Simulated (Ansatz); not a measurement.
Consider the hydrogenolysis of a C–C bond: `CCCl` + H₂ → `CCl` + CH₄.

Computed with Ansatz on PBE0-D4/def2-TZVP structures; ΔE is electronic, products minus reactants. CBS: MP2 limit from def2 TZ/QZ plus the TZ coupled-cluster correction, frozen cores. This one scheme is used for every species.

`CCCl`:

```xyz
8

C    -0.740    0.253   -0.157
C     0.699   -0.073    0.148
Cl    0.969   -1.839    0.212
H    -0.871    1.339   -0.189
H    -1.404   -0.151    0.608
H    -1.038   -0.158   -1.123
H     1.008    0.318    1.117
H     1.375    0.311   -0.616
```

H₂:

Z-matrix (Å, degrees):
```
H
H 1 0.746
```

`CCl`:

Z-matrix (Å, degrees):
```
C
Cl 1 1.773
H 1 1.088 2 108.6
H 1 1.087 2 108.7 3 -120.0
H 1 1.088 2 108.7 3 120.0
```

CH₄:

Z-matrix (Å, degrees):
```
C
H 1 1.090
H 1 1.090 2 109.5
H 1 1.090 2 109.5 3 -120.0
H 1 1.090 2 109.5 3 120.0
```

```json
{"species": "`CCCl`", "CCSD(T)/def2-SVP energy (Eh)": "-538.42626"}
{"species": "H₂", "CCSD(T)/def2-SVP energy (Eh)": "-1.16345"}
{"species": "`CCl`", "CCSD(T)/def2-SVP energy (Eh)": "-499.25486"}
{"species": "CH₄", "CCSD(T)/def2-SVP energy (Eh)": "-40.35705"}
```

Problem. Work out ΔE.

Solution. ΔE = (-499.25486) + (-40.35705) − (-538.42626) − (-1.16345) = -0.02220 Eh = -13.9 kcal/mol. CCSD(T)/CBS gives -14.0 kcal/mol.

Problem. What do rigid-rotor, harmonic-oscillator terms from PBE0-D4/def2-TZVP frequencies (298.15 K, 1 bar) make of the CCSD(T)/CBS value? (Estimate.)

Solution. The calculation gave: ΔZPE = +3.6 kcal/mol, ΔH = -10.6 kcal/mol, ΔS = 15 J/(mol·K), ΔG = -11.7 kcal/mol.

Largest T1 diagnostic among the species: 0.008.

Leaving LDA and LC-ωPBE aside and taking each functional with its dispersion term where it has one, the values, not all of them listed here, spread over 3.0 kcal/mol, from BHLYP-D4 to revPBE-D4. LDA lies +2.2 kcal/mol from PBE without D4. The D4 term adds +1.6 kcal/mol with B3LYP and +0.9 kcal/mol with PBE0; it sums over pairs of atoms, weighted by their polarisabilities, and B3LYP, whose exchange is more repulsive, gets the larger term. In def2-TZVPP, CCSD(T) changes the Hartree–Fock value by +4.0 kcal/mol (the triples alone add +0.9 kcal/mol) and MP2 by +4.9 kcal/mol.

B3LYP here is the variant with VWN-RPA as its local correlation; programs differ in this.
